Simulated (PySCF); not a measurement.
What does the GFN2-xTB structure of `C=CCCC` look like in three dimensions?

```
atom  x, y, z in Å
C1     2.453    0.907    0.289
C2     1.622   -0.053   -0.067
C3     0.272   -0.274    0.536
C4    -0.839   -0.116   -0.506
C5    -2.215   -0.348    0.102
H6     2.205    1.608    1.069
H7     3.416    1.034   -0.176
H8     1.892   -0.743   -0.857
H9     0.110    0.433    1.352
H10    0.224   -1.287    0.949
H11   -0.790    0.891   -0.929
H12   -0.674   -0.825   -1.321
H13   -2.403    0.363    0.903
H14   -2.992   -0.230   -0.650
H15   -2.286   -1.353    0.514
```

Any rigid rotation of these coordinates is as good. Atoms count from 1 in this order. Of the pairs four or more bonds apart, H6···H9 is among the closest relative to their van der Waals radii: 2.42 Å, 101 % of the sum of Bondi's values. The 4 C–C bonds span 1.319 Å (C1=C2, drawn double) to 1.532 Å (C3–C4, drawn single), a spread of 0.213 Å.

Bonds between heavy atoms (Å): C1=C2 1.319, C2–C3 1.495, C3–C4 1.532, C4–C5 1.523.

Structure optimised with GFN2-xTB, isolated species.

Point group: C1 (no symmetry element, even within 0.4 Å). Stationary, but not proved a minimum. The numbers are those of one conformer (C1–C2–C3–C4 118°, C2–C3–C4–C5 180°).

These are computed values.
